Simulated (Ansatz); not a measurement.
cyclo-(SiH2)3 (Si₃H₆), relaxed as a singlet with RKS PBE-D4/def2-TZVP in Ansatz, starting from the GFN2-xTB geometry. Force threshold 0.02 eV/Å.

Start:

```xyz
9

Si    0.207   -0.377    1.282
H    -0.399    0.204    2.484
H     1.074   -1.456    1.763
Si    0.790    0.942   -0.563
H     2.044    0.728   -1.292
H     0.576    2.393   -0.571
Si   -0.994   -0.566   -0.719
H    -0.916   -1.766   -1.557
H    -2.381   -0.103   -0.827
```

Task: Estimate the energy that the relaxation releases and the steps that it takes.

Result: 2.8 kcal/mol, in 3 steps; 6.5 s on 4 threads of Intel Xeon on a shared host. No frequencies were taken in this run, so the end may be a saddle point.

Task: Does the start keep its bonding and symmetry?

Result: By distances, no bond broke or formed. The bond that changes most is Si1–H3, from 1.47 to 1.49 Å (atoms count from 1). Point group D3h at the start, D3h at the end, both within 0.05 Å.

Task: Predict the relaxed structure.

Result: 
```tsv
atom	x (Å)	y (Å)	z (Å)
Si1	0.205	-0.377	1.281
H2	-0.455	0.278	2.449
H3	1.114	-1.493	1.679
Si4	0.790	0.942	-0.562
H5	2.055	0.628	-1.289
H6	0.490	2.404	-0.520
Si7	-0.994	-0.565	-0.720
H8	-0.821	-1.795	-1.548
H9	-2.384	-0.022	-0.771
```
Bond lengths: 3 × Si–Si 2.34 Å; 6 × H–Si 1.49 Å.
